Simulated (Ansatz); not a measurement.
```yaml
crystal:
  periodic: [false, false, false]
  atoms:
    - {symbol: Al, position_ang: [-1.629711, -0.011565, 0.000592]}
    - {symbol: Br, position_ang: [0.611230, 0.004337, -0.000222]}
    - {symbol: H, position_ang: [-2.423971, 1.300338, -0.001805]}
    - {symbol: H, position_ang: [-2.405271, -1.334607, 0.003559]}
basis:
  gaussian: {orbitals: def2-TZVP}
hamiltonian: {xc: pbe0}
relax: {f_tol: 0.004, max_steps: 80}
```

```sh
$ ansatz run in.yaml --threads 1 --pin off --events-out ev --progress --plain --max-ram 2176MiB
```

Steps of the relaxation (energy above the last step; positions in Å, forces in eV/Å):

```
4
step 1, 46.2 meV
Al   -1.630   -0.012    0.001    0.167    0.001    0.000
Br    0.611    0.004    0.000    0.169    0.001    0.000
H    -2.424    1.300   -0.002   -0.173    0.682   -0.001
H    -2.405   -1.335    0.004   -0.163   -0.684    0.001
```

```
4
step 2, 1.0 meV
Al   -1.668   -0.012    0.001    0.038    0.000    0.000
Br    0.584    0.004    0.000    0.084    0.001    0.000
H    -2.392    1.382   -0.002   -0.061    0.049    0.000
H    -2.372   -1.416    0.004   -0.060   -0.050    0.000
```

```
4
step 3, 0.0 meV
Al   -1.661   -0.012    0.001    0.013    0.000    0.000
Br    0.597    0.004    0.000   -0.018    0.000    0.000
H    -2.402    1.379   -0.002    0.002    0.004    0.000
H    -2.382   -1.413    0.004    0.002   -0.004    0.000
```

```
4
step 4, 0.0 meV
Al   -1.662   -0.012    0.001    0.003    0.000    0.000
Br    0.595    0.004    0.000   -0.002    0.000    0.000
H    -2.401    1.380   -0.002   -0.001    0.000    0.000
H    -2.381   -1.414    0.004   -0.001    0.000    0.000
```

Close pairs at the end: Al1–H4 1.576 Å, Al1–H3 1.576 Å, Al1–Br2 2.257 Å.

A stationary point of restricted PBE0 after 4 steps (its stability towards spin polarisation wasn't tested); no frequencies were run, so it isn't proven a minimum. 13 s on 1 thread of Arm Neoverse V1, shared host.
